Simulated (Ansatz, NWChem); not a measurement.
How basis sets differ on CH4 (methane)

CH4 has 5 atoms, charge 0, and is taken as a singlet. As SMILES, `C`. The coordinates come from a PBE0-D4/def2-TZVP relaxation.

```xyz
5

C     0.0000    0.0000    0.0000
H     0.1590   -0.2432    1.0502
H    -1.0067    0.3952   -0.1329
H     0.1197   -0.8995   -0.6033
H     0.7281    0.7474   -0.3139
```

Quantity: the atomisation enthalpy at 298 K, in kJ/mol. The values are calculated. The thermal term (zero-point and 298 K enthalpy, harmonic and unscaled) is that of PBE0-D4/def2-TZVP; the spin-orbit lowering of the free atoms at 298 K, 0.0 kJ/mol by their spectra, is taken off.

Measured value to compare with: Active Thermochemical Tables gives the atomisation enthalpy at 298 K of the gas as 1663 kJ/mol.

```
               level                    kind  program  value (kJ/mol)  computed − measured  CPU time (all runs)
 CAM-B3LYP/def2-SVPD  range-separated hybrid   NWChem            1669                   +6                 11 s
  CAM-B3LYP/def2-SVP  range-separated hybrid   NWChem            1664                   +1                  6 s
 CAM-B3LYP/def2-TZVP  range-separated hybrid   NWChem            1665                   +2                 16 s
CAM-B3LYP/def2-TZVPD  range-separated hybrid   NWChem            1666                   +3                 31 s
CAM-B3LYP/def2-TZVPP  range-separated hybrid   Ansatz            1669                   +6                5.5 s
```

Nearest: CAM-B3LYP/def2-SVP (+1 kJ/mol); farthest: CAM-B3LYP/def2-TZVPP (+6 kJ/mol). CPU times are rough (shared hosts, several kinds of processor): they show what a rung costs within a factor of a few.
